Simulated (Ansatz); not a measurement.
## Ansatz (development build ahead of 0.2.0) run

```yaml
crystal:
  periodic: [false, false, false]
  atoms:
    - { symbol: C, position_ang: [-1.4857, -0.44816, -2.0e-05] }
    - { symbol: C, position_ang: [-0.50504, 0.70174, 3.0e-05] }
    - { symbol: "N", position_ang: [1.86516, -0.34017, -6.0e-05] }
    - { symbol: H, position_ang: [-1.35419, -1.07651, -0.8805] }
    - { symbol: H, position_ang: [-1.35416, -1.07661, 0.88038] }
    - { symbol: H, position_ang: [-2.51702, -0.08617, 3.0e-05] }
    - { symbol: H, position_ang: [-0.52222, 1.31612, -0.89722] }
    - { symbol: H, position_ang: [-0.52221, 1.31603, 0.89734] }
    - { symbol: H, position_ang: [0.66505, 0.14796, -3.0e-05] }
    - { symbol: H, position_ang: [2.24664, 0.15972, -0.80481] }
    - { symbol: H, position_ang: [2.24644, 0.15913, 0.80515] }
basis:
  gaussian: { orbitals: pcseg-2 }
magnetization:
  initial_magnetization: 1
hamiltonian:
  xc: hf
```

The input is written out in the form of the current development build from the run's settings.

Output:

- Converged: yes
- Total energy: -134.78174 hartree
- Spin squared of the determinant: 0.750
- Stability test: minimum among restricted orbitals
